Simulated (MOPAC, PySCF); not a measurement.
Dissociation curve of H₆Si₂, SMILES [SiH3][SiH3], singlet. The Si1–H8 bond (Si1 also carries H, H, Si; H8 carries nothing else) is varied alone, starting from the PBE0/def2-TZVP optimised geometry.

Levels of theory: RHF/3-21G = restricted Hartree-Fock/3-21G in PySCF; RKS-B3LYP/6-31G* = PySCF with restricted B3LYP/6-31G*, spherical d; PM7, restricted, heats of formation (MOPAC).

Energies are in kcal/mol, each relative to the lowest point of its own curve near equilibrium.

```
R / Å  RHF/3-21G  RKS-B3LYP/6-31G*    PM7
-----  ---------  ----------------  -----
1.23        21.5              21.1   14.0
1.30        10.2              10.0    6.3
1.41         1.5               1.5    0.5
1.45         0.3               0.3    0.0
1.49         0.0               0.0    0.2
1.53         0.3               0.3    1.0
1.59         1.9               1.8    3.4
1.67         5.4               5.2    8.1
1.78        12.1              11.7   16.8
1.97        26.3              25.1   35.6
2.18        43.4              40.7   57.8
2.46        66.2              60.0   85.4
2.74        87.4              76.5  107.8
3.14       113.3              95.1  130.9
3.64       138.9             111.3  148.7
4.30       162.6             124.3  161.8
```

At the longest distance, 4.30 Å, RHF/3-21G lies highest above its minimum (162.6 kcal/mol) and RKS-B3LYP/6-31G* lowest (124.3 kcal/mol).

The restricted form behind RHF/3-21G, RKS-B3LYP/6-31G*, PM7 keeps the bonding electrons paired and can't separate into open-shell fragments.
